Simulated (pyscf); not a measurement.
Thermochemistry of product channels of H₃Si–O–SiH•–O–SiH₃ + F–C(F)(F)–F on the doublet surface, in eV, from ωB97M-D3(BJ)/def2-TZVP energies (ideal gas, 1 atm, RRHO with modes under 100 cm⁻¹ raised to 100, one conformer, R ln 2 for chiral ones without a mode under 150 cm⁻¹). Single points on ωB97X-D3(BJ)/def2-SVP structures (PySCF, gas phase).

| products | ΔE | ΔH(298 K) | ΔG(900 K) | ΔG(1200 K) |
|---|---|---|---|---|
| F–SiH(O–SiH₃)–O–SiH₃ + F–C•(F)–F | -1.44 | -1.44 | -1.55 | -1.59 |
| F–C(F)(F)–SiH(O–SiH₃)–O–SiH₃ + F• | (withheld) | +1.63 | +1.96 | (withheld) |

Task: Fill in the missing entries.

Result: 
- F–C(F)(F)–SiH(O–SiH₃)–O–SiH₃ + F•, ΔE: +1.61
- F–C(F)(F)–SiH(O–SiH₃)–O–SiH₃ + F•, ΔG(1200 K): +2.04

These are energies of the channels, which say nothing of barriers. Left out: orbital degeneracy and the spin-orbit lowering of F.
